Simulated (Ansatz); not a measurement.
# AlBN+ (triplet): from Hartree-Fock to the top rungs, cc-pVTZ

Aim: climb from Hartree-Fock through coupled cluster for AlBN+ (triplet) at one geometry and basis, and see what each rung misses.

The runs use Ansatz 0.2.0, Gaussian basis; cc-pVTZ, core rule «outside noble gas», up to 7 orbitals frozen.

To be run: UHF; CCSD(T) on ROHF; CCSD(T) on UHF; BCCD(T) on ROHF; CCSDT(Q) on ROHF; CCSDT(Q) on UHF.

8 further runs of the same task are left out: 5 for a known fault of the program, 3 set aside as unsound or not needed.

### 1 The system

The geometry is a PBE0/def2-TZVP stationary point (not a proven minimum) of the parent state, kept for this charge and spin.

3 atoms, charge 1, spin multiplicity 3.

Atoms are counted from 1 here; the program's logs count them from 0.

Bond lengths: B1–Al2 2.076 Å, Al2–N3 1.758 Å. Angles: B1–Al2–N3 180.0°.

As a file:

```xyz
3
AlBN
B     0.00000    0.00000    1.96987
Al    0.00000    0.00000   -0.10583
N     0.00000    0.00000   -1.86403
```

### 2 UHF

in.yaml

```yaml
crystal:
  periodic: [false, false, false]
  atoms:
    - {symbol: B, position_ang: [0.000000, 0.000000, 1.969867]}
    - {symbol: Al, position_ang: [0.000000, 0.000000, -0.105833]}
    - {symbol: N, position_ang: [0.000000, 0.000000, -1.864033]}
basis:
  gaussian: {orbitals: cc-pVTZ}
total_charge: 1
magnetization: {spin_polarized: true, initial_magnetization: 2}
hamiltonian: {xc: hf}
output: {orbitals: {seedname: orbitals}}
```

On the command line:

```console
ansatz run in.yaml --threads 1 --pin off --events-out ev --progress --plain --max-ram 4096MiB --backend cpu
```

The runs that follow: CCSD(T) on ROHF; CCSD(T) on UHF; BCCD(T) on ROHF; CCSDT(Q) on ROHF; CCSDT(Q) on UHF.

Q: Predict the results of all the runs planned. Wanted: RCCSDT(Q) below the RHF energy; RMP2 from RCCSDT(Q); UMP2 from RCCSDT(Q); RCCSD from RCCSDT(Q); RCCSD(T) from RCCSDT(Q); UCCSD(T) from RCCSDT(Q); UCCSDT(Q) from RCCSDT(Q); T1 diagnostic.

The runs gave:

```
                         quantity                      value
   RCCSDT(Q) below the RHF energy                 -7.9270 eV
              RMP2 from RCCSDT(Q)                +1644.2 meV
              UMP2 from RCCSDT(Q)                +1540.2 meV
             RCCSD from RCCSDT(Q)                 +358.6 meV
          RCCSD(T) from RCCSDT(Q)                  +70.2 meV
          UCCSD(T) from RCCSDT(Q)                  +74.4 meV
         UCCSDT(Q) from RCCSDT(Q)                  -16.3 meV
levels within 1 kcal/mol (43 meV)  RCCSDT, UCCSDT, UCCSDT(Q)
                    T1 diagnostic                      0.025
```

RCCSD(T) misses by +70.2 meV, 0.9 % of the correlation energy. These misses are within one basis, not against nature; the frozen cores of restricted and unrestricted runs differ, which can shift their rows.
